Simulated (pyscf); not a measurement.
Optimised with ωB97X-D3(BJ)/def2-SVP in PySCF. MP2 and CC: frozen core, UHF for open shells. ΔMP2 is the change of the MP2 total energy from the triple- to the quadruple-zeta basis.

**Question.** Estimate the classical barrier height and the reaction energy of `[SH][GaH2]` + `[FH]` → `[SH2]` + `[F][GaH2]` at CCSD(T)/def2-TZVPP + ΔMP2(QZVPP). The step runs on the singlet surface, breaks Ga–S, F–H and forms H–S, F–Ga; take the separated reactants as zero.

**Answer.** ΔE‡ = -1.0 kcal/mol, ΔE = +1.6 kcal/mol. Zero-point energy shifts the barrier by -0.2 kcal/mol. It is a concerted two-bond exchange, with an imaginary mode of 790i cm⁻¹. On the reactant side the descent ends in an adduct with a F–Ga contact, 10.2 kcal/mol under the separated species and 5.9 kcal/mol under the saddle at ωB97X-D3(BJ)/def2-TZVP. On the product side the descent ends in an adduct with a Ga–S contact, 15.2 kcal/mol under the separated species and 9.2 kcal/mol under the saddle at ωB97X-D3(BJ)/def2-TZVP. At CCSD(T) the saddle lies under the separated reactants, which points to a path from their complex (located at ωB97X-D3(BJ) alone). At CCSD(T) the saddle lies under the separated products, which points to a path from their complex (located at ωB97X-D3(BJ) alone), and parting the products costs more than the saddle. What is counted as formed (F–Ga) is already present as a longer contact in the reactant adduct; forming that adduct is a step of its own. What is counted as broken (Ga–S) persists as a longer contact in the product adduct; parting that adduct is a step of its own. At ωB97X-D3(BJ)/def2-TZVP the barrier from the zero used here is -4.3 kcal/mol. This saddle turned up in a search for another step; its sides and bond changes are read from the two ends of the descent. One saddle was located; it need not be the lowest between these sides. The CCSD(T) − MP2 part came from Ansatz, without density fitting, on the same reference. The frozen core leaves the outer d or s,p core shells of the metals and heavy elements correlated in the MP2 and CC values, and def2-TZVPP describes them poorly, which can shift differences by a few kcal/mol. Elements up to Kr have no core potential and no relativistic terms here.
